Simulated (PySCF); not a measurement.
Compound: quinoxaline, C8H6N2.
Cartesian coordinates in Å at the GFN2-xTB level; atoms count from 1:
```
atom  x, y, z in Å
C1    -2.214    0.585    0.348
C2    -2.200   -0.617   -0.381
C3    -1.019   -1.209   -0.735
C4     0.201   -0.607   -0.368
N5     1.370   -1.187   -0.717
C6     2.468   -0.584   -0.350
C7     2.454    0.624    0.381
N8     1.342    1.208    0.734
C9     0.187    0.610    0.370
C10   -1.047    1.192    0.721
H11   -3.163    1.027    0.613
H12   -3.139   -1.072   -0.660
H13   -0.986   -2.131   -1.293
H14    3.399   -1.055   -0.633
H15    3.373    1.111    0.676
H16   -1.033    2.114    1.282
```

NICS is the negative of the GIAO shielding at a point without a nucleus: at the ring centre (0) and 1 Å above and below it (1); zz is the component along the ring normal. Level: GIAO PBE0/pcSseg-1 (PySCF, non-relativistic, gas phase) on the GFN2-xTB geometry, one conformer.

Ring bond lengths (Å), with Mayer bond orders in brackets: C1–C2 1.406 (1.31), C2–C3 1.367 (1.55), C3–C4 1.409 (1.30), C4–C9 1.424 (1.10), C9–C10 1.409 (1.30), C10–C1 1.367 (1.55); C4–N5 1.351 (1.34), N5–C6 1.305 (1.61), C6–C7 1.411 (1.22), C7–N8 1.305 (1.61), N8–C9 1.351 (1.34), C9–C4 1.424 (1.10).

Q: What do the NICS probes read (ppm)?

A: 
```tsv
ring	type	NICS(0)	NICS(1), two faces	NICS(1)zz, two faces	rms pucker (Å)	centre to ring atoms, mean (Å)
C1–C2–C3–C4–C9–C10	6-membered carbocycle; formal bonds all aromatic	-9.0	-11.8 / -11.8	-30.2 / -30.2	0.00	1.40
C4–N5–C6–C7–N8–C9	6-membered ring with 2 N; formal bonds all aromatic	-6.5	-11.7 / -11.7	-28.7 / -28.7	0.00	1.36
```

Q: What can be read from them?

A: 
- C1–C2–C3–C4–C9–C10: mean NICS(1)zz -30.2 ppm, shielded. For a flat ring without four-coordinate atoms the NICS criterion counts such a value as aromatic, though in fused rings the probe also feels the neighbouring ring.
- C4–N5–C6–C7–N8–C9: mean NICS(1)zz -28.7 ppm, shielded. The ring is flat and has no four-coordinate atom; by the NICS criterion it is aromatic, though in fused rings the probe also feels the neighbouring ring. NICS(0) lies 5 ppm above the mean NICS(1).

Q: What does the geometric index give? HOMA = 1 − mean of α(R − Ropt)² over the ring bonds, with Krygowski's 1993 parameters (CC: Ropt 1.388 Å, α 257.7 Å⁻²; CN: Ropt 1.334 Å, α 93.52 Å⁻²).

A: 
- C1–C2–C3–C4–C9–C10: HOMA 0.86 = 1 − EN − GEO, with mean bond length 1.397 Å, EN = α(Ropt − mean)² = 0.021 and GEO = α × variance = 0.124. The geometric and the magnetic index point the same way.
- C4–N5–C6–C7–N8–C9: HOMA 0.89; the largest term is that of C9–C4, α(R − Ropt)² = 0.33. The geometric and the magnetic index point the same way.

Q: What are the shieldings of the ring atoms and their hydrogens in the same run (means over atoms taken as equivalent)?

A: 
```tsv
atoms	environment	σ isotropic (ppm)	principal values of the symmetric part, first atom (ppm)
C1 (×2)	aromatic CH carbon	51.1	-61.3, 37.8, 177.0
C3 (×2)	aromatic CH carbon	49.0	-48.6, 36.1, 159.7
C4 (×2)	ring-fusion aromatic carbon	39.3	-31.9, -20.3, 170.0
N5 (×2)	pyridine-type nitrogen	-109.5	-445.5, -173.2, 290.3
C6 (×2)	aromatic CH next to a ring nitrogen	37.3	-69.3, 34.7, 146.6
H11 (×2)	aromatic hydrogen	23.51	19.6, 24.1, 26.9
H13 (×2)	aromatic hydrogen	23.05	18.8, 23.4, 26.9
H14 (×2)	aromatic hydrogen	22.62	18.4, 23.3, 26.1
```
